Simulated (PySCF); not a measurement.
Atomic charges against the basis set

Species: i-PrOEt, C5H12O.
Structure used (PBE0-D3(BJ)/def2-SVP), in Å, numbered top down from 1:
```xyz
18
C5H12O angstrom
C      2.5608   -0.3976    0.7584
C      1.0573   -0.4980    0.8595
O      0.4880    0.2612   -0.1679
C     -0.9181    0.3602   -0.1495
C     -1.2815    1.5634   -0.9965
C     -1.5827   -0.9158   -0.6484
H      2.8821    0.6510    0.8446
H      2.9060   -0.7796   -0.2138
H      3.0464   -0.9807    1.5549
H      0.7105   -0.1262    1.8470
H      0.7456   -1.5604    0.7979
H     -1.2489    0.5462    0.8951
H     -0.9337    1.4137   -2.0303
H     -0.7975    2.4683   -0.6022
H     -2.3698    1.7217   -1.0135
H     -1.3203   -1.7842   -0.0262
H     -2.6786   -0.8169   -0.6341
H     -1.2654   -1.1262   -1.6817
```

PBE0 throughout (PySCF), one geometry, spherical d and f functions. Isolated species at its PBE0-D3(BJ)/def2-SVP geometry (one conformer only). Atoms taken as equivalent share a column and are averaged. The first 7 of 9 kinds of atom are listed.

Mulliken charges (e):

| basis | functions | C1 | C2 | O3 | C4 | C5/C6 | H7/H8/H9 | H10/H11 |
| --- | --- | --- | --- | --- | --- | --- | --- | --- |
| pcSseg-0 | 78 | -0.647 | -0.134 | -0.673 | -0.078 | -0.596 | +0.233 | +0.211 |
| cc-pVDZ | 144 | -0.087 | +0.071 | -0.324 | -0.019 | -0.043 | +0.048 | +0.020 |
| pcSseg-1 | 162 | -0.283 | +0.013 | -0.508 | -0.056 | -0.240 | +0.117 | +0.091 |
| aug-cc-pVDZ | 246 | +0.366 | +0.827 | -0.676 | +0.281 | +0.549 | -0.115 | -0.291 |
| IGLO-III | 330 | -0.357 | -0.085 | -0.251 | +0.092 | -0.377 | +0.121 | +0.095 |

IAO charges (e):

| basis | functions | C1 | C2 | O3 | C4 | C5/C6 | H7/H8/H9 | H10/H11 |
| --- | --- | --- | --- | --- | --- | --- | --- | --- |
| pcSseg-0 | 78 | -0.426 | -0.062 | -0.379 | +0.076 | -0.431 | +0.148 | +0.113 |
| cc-pVDZ | 144 | -0.413 | -0.031 | -0.395 | +0.113 | -0.421 | +0.142 | +0.105 |
| pcSseg-1 | 162 | -0.412 | -0.033 | -0.402 | +0.109 | -0.420 | +0.142 | +0.106 |
| aug-cc-pVDZ | 246 | -0.423 | -0.035 | -0.408 | +0.112 | -0.432 | +0.146 | +0.109 |
| IGLO-III | 330 | -0.427 | -0.036 | -0.409 | +0.111 | -0.434 | +0.147 | +0.110 |

Hirshfeld charges (e):

```tsv
basis	functions	C1	C2	O3	C4	C5/C6	H7/H8/H9	H10/H11
pcSseg-0	78	-0.104	+0.016	-0.144	+0.066	-0.112	+0.038	+0.022
cc-pVDZ	144	-0.115	+0.005	-0.121	+0.051	-0.119	+0.040	+0.024
pcSseg-1	162	-0.120	+0.004	-0.132	+0.049	-0.124	+0.042	+0.028
aug-cc-pVDZ	246	-0.129	-0.004	-0.136	+0.039	-0.131	+0.045	+0.032
IGLO-III	330	-0.128	-0.004	-0.135	+0.039	-0.131	+0.045	+0.032
```

Some averages cover members that differ in this geometry, most widely: C5/C6, Mulliken in aug-cc-pVDZ +0.472 to +0.626; H10/H11, Mulliken in aug-cc-pVDZ -0.323 to -0.258; C5/C6, Mulliken in pcSseg-0 -0.611 to -0.582; C5/C6, Mulliken in pcSseg-1 -0.253 to -0.227 e.

Q: Which scheme is steadiest as the basis changes?

A: Largest range over the bases for any column: Hirshfeld 0.03 e, IAO 0.04 e, Mulliken 1.15 e. Hirshfeld and IAO charges move least and Mulliken charges most, counted in e.

Q: How much do the charges still move between the two largest bases, aug-cc-pVDZ and IGLO-III?

A: At most, over all atoms: Mulliken 0.996 e, IAO 0.004 e, Hirshfeld 0.001 e.

Q: What do the same runs give for the total energy, the frontier levels and the dipole moment?

A: 
```json
{"basis": "pcSseg-0", "energy (Eh)": "-272.0177", "HOMO (eV)": "-7.04", "LUMO (eV)": "2.10", "μ (D)": "1.44"}
{"basis": "cc-pVDZ", "energy (Eh)": "-272.6608", "HOMO (eV)": "-7.05", "LUMO (eV)": "1.90", "μ (D)": "0.99"}
{"basis": "pcSseg-1", "energy (Eh)": "-272.6160", "HOMO (eV)": "-7.23", "LUMO (eV)": "1.49", "μ (D)": "1.16"}
{"basis": "aug-cc-pVDZ", "energy (Eh)": "-272.6799", "HOMO (eV)": "-7.24", "LUMO (eV)": "-0.03", "μ (D)": "1.09"}
{"basis": "IGLO-III", "energy (Eh)": "-272.7589", "HOMO (eV)": "-7.25", "LUMO (eV)": "0.81", "μ (D)": "1.08"}
```

The dipole is fixed by the density alone, so its range of 0.45 D shows that the density itself changes with the basis, not only its division among atoms.
